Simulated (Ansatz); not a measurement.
We consider rock-salt GdN, described by PBE0 (PAW; Ansatz, a program for electronic structure).

Numerical settings: plane-wave cutoff 460 eV, 10×10×10 k mesh, Fermi–Dirac smearing 0.01 eV, spin-polarised with parallel moments, scalar-relativistic PAW data made under PBE.

The cell has the measured lattice: a = b = c = 4.9740 Å, α = β = γ = 90.00°.

Problem. What does this level give for the band gap, smallest direct gap on the k points sampled, Γ–Γ gap and magnetic moment (largest site, within a sphere)?

Solution. 
* **band gap**: 0.55 eV (on the SCF k mesh)
* **smallest direct gap on the k points sampled**: 1.01 eV
* **Γ–Γ gap**: 3.92 eV
* **magnetic moment (largest site, within a sphere)**: 6.94 μB

Note: the state of the 4f shell is in doubt; cell and atoms aren't relaxed at this level (pressure 0.5 GPa).

Moments are spin moments.

Spin–orbit coupling is not included.

Computing time: roughly 8 core-minutes.
